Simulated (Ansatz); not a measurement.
Basis-set extrapolation for C$_{2}$H$_{5}$NO$_{2}$ (`NC(=O)CO`) (PBE0-D4/def2-TZVP geometry, frozen core, Ansatz 0.2.0). Multiplicity 1, RHF reference.

```json
{"": "HF", "def2-TZVPP": "-282.955943", "def2-QZVPP": "-282.968980"}
{"": "MP2 correlation", "def2-TZVPP": "-1.004960", "def2-QZVPP": "-1.080035"}
{"": "CCSD(T) correlation", "def2-TZVPP": "-1.066110", "def2-QZVPP": "not run"}
```

Energies in hartree. Use E(X) = E(∞) + A·exp(−7.88·√X) for Hartree–Fock and E(X) = E(∞) + B·X^(−2.97) for correlation, with X = 3 and 4, and add CCSD(T) minus MP2 of the smaller set to the MP2 limit.

**Question.** What is the CCSD(T) energy at the basis-set limit?

**Answer.** HF limit: -282.968980 + (-0.013037) × 0.13774 = -282.97078. MP2 limit: -1.080035 + (-0.075075) × 0.74074 = -1.13565. Higher-order term: -1.066110 − (-1.004960) = -0.06115. Total: -284.16758 hartree, 382.1 kJ/mol below CCSD(T)/def2-TZVPP.
